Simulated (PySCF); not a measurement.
Molecule: 2-Oxazoline (C1=NCCO1, C₃H₅NO).

Cartesian coordinates in Å; atom numbers follow the order of the lines, from 1:
```xyz
10

C     1.375   -0.458   -0.049
N     0.470   -1.294    0.236
C    -0.780   -0.543    0.237
C    -0.383    0.887   -0.186
O     1.046    0.825   -0.286
H     2.444   -0.677   -0.122
H    -1.232   -0.580    1.242
H    -1.504   -1.005   -0.453
H    -0.649    1.662    0.548
H    -0.786    1.181   -1.167
```

Spin–spin couplings on one PBE0-D3(BJ)/def2-SVP geometry, PySCF 2.14, gas phase, non-relativistic, equivalent pairs averaged (spin–dipole term only in couplings to heteroatoms); isotopes 13C, 1H, 17O, 15N; functional B3LYP.

Task: How do the couplings (Hz) change with the basis set? Times are CPU seconds on shared hosts with different chips, so compare them loosely. Far from the basis limit: 6-31G-J, pcJ-0, 6-31G*, def2-TZVP, cc-pVTZ.

Result: 
```tsv
basis set	functions	1J(C1,H6)	1J(C4,H9)	1J(C3,H7)	1J(C1,O5)	1J(C3,C4)	1J(C4,O5)	1J(N2,C3)	core-s
6-31G-J	80	238.6	162.0	155.3	50.9	29.0	29.0	10.7	4.7
pcJ-0	80	201.8	132.0	127.7	50.5	20.7	24.9	10.8	4
6-31G*	80	209.6	161.7	158.0	21.9	44.5	11.4	0.1	4.9
pcJ-1	185	225.1	155.1	148.7	36.8	31.7	20.0	5.6	12
def2-TZVP	185	214.3	147.1	140.7	39.6	30.3	23.3	7.6	15
cc-pVTZ	220	201.8	136.9	131.0	33.6	25.2	22.9	8.7	20
aug-cc-pVTZ-J	330	229.5	157.1	150.4	37.4	30.3	21.5	6.6	35
```

The Fermi-contact term samples the wavefunction at the nucleus, which is why sets with added tight s functions (names with J) are made for couplings.
